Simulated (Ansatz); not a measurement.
AlFH (`[F][AlH]`) radical, relaxed with UKS PBE-D4/def2-SVP in Ansatz 0.2.0 from a rough embedded geometry. The force threshold is 0.03 eV/Å; the program also tests the step.

Charge 0, multiplicity 2.

Start:

```xyz
3

F     0.735   -1.088   -0.827
Al   -0.378   -0.252    0.363
H    -0.357    1.340    0.464
```

Question: By how much does the energy fall, and how many steps does the optimiser take? (An estimate is asked.)

Answer: Computed: 22.37 kJ/mol, in 4 steps.

Question: Which bonds change most? (An estimate is asked.)

Answer: The calculation gave: F1–Al2 from 1.831 to 1.687 Å; Al2–H3 from 1.596 to 1.631 Å.

Question: Give the relaxed structure. (Best estimate.)

Answer: Ansatz gave: 
```xyz
3

F     0.688   -1.013   -0.774
Al   -0.361   -0.307    0.341
H    -0.327    1.321    0.433
```
